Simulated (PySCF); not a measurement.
## Removing an electron from `Clc1cnsn1`

C2HClN2S.
Structure used (PBE0-D3(BJ)/def2-SVP), in Å, numbered top down from 1:
```
atom  x, y, z in Å
Cl1    2.766   -0.657   -0.398
C2     1.088   -0.388   -0.208
C3     0.516    0.913   -0.009
N4    -0.786    0.884    0.112
S5    -1.262   -0.686   -0.018
N6     0.221   -1.362   -0.233
H7     1.076    1.849    0.043
```

Level: PBE0/def2-SVPD (PySCF). Frontier orbitals with their largest atomic shares (Löwdin; up to four atoms above 4 %):

| orbital | ε (eV) | main atoms |
| --- | --- | --- |
| HOMO−3 | -9.76 | Cl1 49 %, N6 28 %, C2 11 %, C3 6 % |
| HOMO−2 | -9.47 | N6 32 %, N4 23 %, C3 14 %, Cl1 13 % |
| HOMO−1 | -9.05 | N4 43 %, N6 25 %, Cl1 15 %, S5 6 % |
| HOMO | -7.96 | ? |
| LUMO | -2.06 | N4 25 %, N6 23 %, S5 22 %, C3 13 % |
| LUMO+1 | -0.50 | S5 58 %, Cl1 13 %, N6 12 %, N4 8 % |
| LUMO+2 | 0.17 | C2 26 %, C3 25 %, N6 13 %, N4 12 % |

**Question.** What vertical ionisation energy does ΔSCF give, and how far is −ε(HOMO) from it?

**Answer.** ΔSCF: 10.00 eV (965 kJ/mol; threshold wavelength 124 nm); ⟨S²⟩ of the doublet left behind is 0.769, against 0.75 for a pure doublet. −ε(HOMO) is 7.96 eV, 2.04 eV below it. In exact Kohn–Sham theory the two would be equal; PBE0 (global hybrid, 25 % exact exchange) falls short of its own ΔSCF value by 20 %. Holes in the HOMO−1 and HOMO−2 were tried too where these lie within 1.2 eV of the HOMO; the lowest converged state counts.

**Question.** On which atoms does the HOMO lie?

**Answer.** S5 (ring sulfur) 36 %, Cl1 (aryl chlorine) 22 %, C2 (aromatic C–Cl carbon) 15 %, C3 (aromatic CH next to a ring nitrogen) 13 %, so no atom holds as much as 40 %. The HOMO−1 lies 1.09 eV lower.

**Question.** And the vertical electron affinity, the fundamental gap, Mulliken's electronegativity and the hardness (with the factor ½)?

**Answer.** EA = 0.11 eV by ΔSCF (−ε(LUMO) = 2.06 eV). IE − EA = 9.89 eV against an orbital gap of 5.90 eV; (IE + EA)/2 = 5.05 eV; (IE − EA)/2 = 4.95 eV.

**Question.** Shift the occupied levels rigidly so that −ε(HOMO) equals the ΔSCF value. What binding energies result?

**Answer.** The shift is +2.04 eV: HOMO 10.00, HOMO−1 11.09, HOMO−2 11.51, HOMO−3 11.80 eV. A rigid shift is only a rough guide to the deeper ionisations.

**Question.** What total energies stand behind the ΔSCF value?

**Answer.** E(N) = -1043.79739 Eh and E(N − 1) = -1043.42994 Eh at the same geometry, 0.36745 Eh apart. With one more electron, E(N + 1) = -1043.80140 Eh.

**Question.** How many of the 10 lowest singlet excitations (vertical TDDFT, same level) lie below the ionisation energy?

**Answer.** All 10; they run from 5.19 to 7.39 eV.

**Question.** What kinetic energy would electrons from this vertical process carry with He II light (40.814 eV)?

**Answer.** 40.81 − 10.00 = 30.81 eV.

Isolated species at its PBE0-D3(BJ)/def2-SVP geometry, gas phase.
